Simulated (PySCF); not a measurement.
Bonds (- single, = double, # triple, : aromatic): C1:C2, C2:C3, C3:N4, N4:C5, C5:C1. C1 carries H6; C2 carries H7; C3 carries H8; N4 carries H9; C5 carries H10.

GIAO shifts from PySCF 2.14 on PBE0-D3(BJ)/def2-TZVP geometries (one conformer, non-relativistic, equivalent nuclei averaged), against TMS at the same level and in the same medium; PCM means IEF-PCM chloroform.

Measured (solution, CDCl3, 298 K; Fulmer et al., Organometallics 2010, 29, 2176): C3/C5 117.8, C1/C2 108.0, H8/H10 6.83, H6/H7 6.26 ppm.

Which unscaled values do B97-2/pcSseg-2, gas; WP04/pcSseg-2, PCM; wB97X-D/pcSseg-2, PCM give, and how close are they?

## Answers


```json
{"atoms": "C3/C5", "measured": "117.8", "B97-2/pcSseg-2, gas": "121.0", "WP04/pcSseg-2, PCM": "126.2", "wB97X-D/pcSseg-2, PCM": "128.0"}
{"atoms": "C1/C2", "measured": "108.0", "B97-2/pcSseg-2, gas": "114.9", "WP04/pcSseg-2, PCM": "117.5", "wB97X-D/pcSseg-2, PCM": "118.0"}
{"atoms": "H8/H10", "measured": "6.83", "B97-2/pcSseg-2, gas": "6.86", "WP04/pcSseg-2, PCM": "6.86", "wB97X-D/pcSseg-2, PCM": "7.16"}
{"atoms": "H6/H7", "measured": "6.26", "B97-2/pcSseg-2, gas": "6.54", "WP04/pcSseg-2, PCM": "6.34", "wB97X-D/pcSseg-2, PCM": "6.63"}
```

Mean absolute error for $^{13}$C: B97-2/pcSseg-2, gas 5.1, WP04/pcSseg-2, PCM 9.0, wB97X-D/pcSseg-2, PCM 10.1 ppm.

Mean absolute error for $^{1}$H: B97-2/pcSseg-2, gas 0.16, WP04/pcSseg-2, PCM 0.06, wB97X-D/pcSseg-2, PCM 0.35 ppm.
